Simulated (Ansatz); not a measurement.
Two isomers of C6H12: A = `C1CCCCC1`, B = `CC/C=C/CC`.

Calculated with Ansatz (gas phase, PBE0-D4/def2-TZVP geometries, no zero-point term in ΔE). CCSD(T)/CBS adds triple-zeta CCSD(T) − MP2 to the extrapolated MP2 energy (def2 sets, frozen cores). DFT in def2-TZVPP. B3LYP here is the variant with VWN-RPA as its local correlation; programs differ in this. Each species was taken in one conformer, which may not be the lowest.

Q: Which isomer does CCSD(T)/CBS put lower? Give the gap. (An estimate is asked.)

A: Ansatz gave: A, by 13.0 kcal/mol.

Q: Give E(B) − E(A) in kcal/mol with HF/def2-TZVPP, r2SCAN-D4, B3LYP-D4, ωB97M-V, CCSD/def2-TZVPP, PBE-D4, B3LYP. (Estimate.)

A: Ansatz gave: HF/def2-TZVPP 7.4, r2SCAN-D4 12.5, B3LYP-D4 9.5, ωB97M-V 13.8, CCSD/def2-TZVPP 13.3, PBE-D4 12.2, B3LYP 6.7. None reverses the order clearly.

Largest T1 diagnostic: 0.009.

In def2-TZVPP, CCSD(T) changes the Hartree–Fock value by +5.7 kcal/mol (the triples alone add −0.1 kcal/mol) and MP2 by +7.5 kcal/mol. The D4 term adds +2.8 kcal/mol with B3LYP and +1.4 kcal/mol with PBE0; it sums over pairs of atoms, weighted by their polarisabilities, and B3LYP, whose exchange is more repulsive, gets the larger term.
